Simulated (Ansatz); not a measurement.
`[CH2][SiH2]F` radical, 7 atoms. Charge 0, multiplicity 2. All runs use 2 threads of a server CPU on a shared host. Correlated methods freeze the cores. Open-shell runs search over several starts.

(1) How many basis functions does each run have, and how long does it take in Ansatz? UKS PBE0-D4/def2-QZVPP energy; UKS PBE0-D4/def2-TZVP frequencies; UKS ωB97X-V/def2-TZVPP energy; UKS PBE-QIDH (frozen core)/def2-TZVPP energy; UKS CAM-B3LYP-D4/def2-TZVPP energy; UHF-CCSD(T)/def2-TZVPP energy; UHF-CCSD(T)/def2-SVP energy; UKS r2SCAN-D4/def2-TZVPP energy and forces; UKS PBE0-D4/def2-TZVP relaxation (5 steps); direct RPA on PBE orbitals/def2-TZVPP energy; UKS ωB97M-V/def2-SVP energy; UHF-MP2/def2-QZVPP energy. (Estimate.)

Results:

(1) Computed: Other jobs shared the machine, so times are rough.

| level | job | functions | wall time | peak host memory (GiB) |
| --- | --- | --- | --- | --- |
| UHF-CCSD(T)/def2-SVP | energy | 66 | 2.7 s | 0.28 |
| UKS CAM-B3LYP-D4/def2-TZVPP | energy | 160 | 2.7 s | 0.39 |
| direct RPA on PBE orbitals/def2-TZVPP | energy | 160 | 3 s | 0.35 |
| UKS PBE-QIDH (frozen core)/def2-TZVPP | energy | 160 | 3.2 s | 0.33 |
| UKS ωB97M-V/def2-SVP | energy | 66 | 3.9 s | 0.28 |
| UKS r2SCAN-D4/def2-TZVPP | energy and forces | 160 | 4.2 s | 0.24 |
| UKS PBE0-D4/def2-QZVPP | energy | 304 | 6.5 s | 0.83 |
| UKS ωB97X-V/def2-TZVPP | energy | 160 | 6.5 s | 0.47 |
| UHF-MP2/def2-QZVPP | energy | 304 | 9.5 s | 1 |
| UKS PBE0-D4/def2-TZVP | relaxation (5 steps) | 123 | 13 s | 0.26 |
| UKS PBE0-D4/def2-TZVP | frequencies | 123 | 53 s | 0.27 |
| UHF-CCSD(T)/def2-TZVPP | energy | 160 | 57 s | 2.9 |
